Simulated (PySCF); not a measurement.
Compound: sulfur dioxide, SO₂.
Z-matrix (Å and degrees, GFN2-xTB geometry), rows numbered from 1:
```
O 
S   1  1.4343
O   2  1.4341  1  116.36
```

Vertical excitations from PySCF (density fitting, frozen core in the response, grid level 2 and gas phase unless stated; continuum runs use non-equilibrium linear response for the excitations) on a GFN2-xTB geometry. Reference run:

| settings | S1, eV (f) | S2, eV (f) | S3, eV (f) | S4, eV (f) | S5, eV (f) | S6, eV (f) | T1, eV (Tamm–Dancoff) | mean α (au) |
| --- | --- | --- | --- | --- | --- | --- | --- | --- |
| B3LYP/def2-SVPD, full TDDFT, 8 singlets | 4.11 (0.005) | 4.35 (0.000) | 6.34 (0.061) | 8.29 (0.000) | 8.31 (0.002) | 8.55 (0.043) | 3.11 | 25.2 |

Question: What do these settings give: BHandHLYP/6-31G, grid level 1, TDA, 3 singlets?

Answer: 
```
                                      settings    S1, eV (f)    S2, eV (f)    S3, eV (f)  S4, eV (f)  S5, eV (f)  S6, eV (f)  T1, eV (Tamm–Dancoff)  mean α (au)
BHandHLYP/6-31G, grid level 1, TDA, 3 singlets  3.34 (0.007)  3.96 (0.000)  6.44 (0.102)           –           –           –                   2.40         18.0
```

S1 moves by -0.77 eV; functional, basis and response scheme change together, so the shift can't be laid on one. States are counted by energy in each run and needn't keep their character from row to row.

Question: Give the leading configurations of S1 (H = HOMO, L = LUMO) and the HOMO–LUMO gap of each run.

Answer: 
```csv
settings,S1 configurations (weight),S1 (eV),orbital gap (eV),S1 − gap (eV)
"B3LYP/def2-SVPD, full TDDFT, 8 singlets",H→L 0.99,4.11,5.58,-1.47
"BHandHLYP/6-31G, grid level 1, TDA, 3 singlets",H→L 0.99,3.34,7.83,-4.49
```

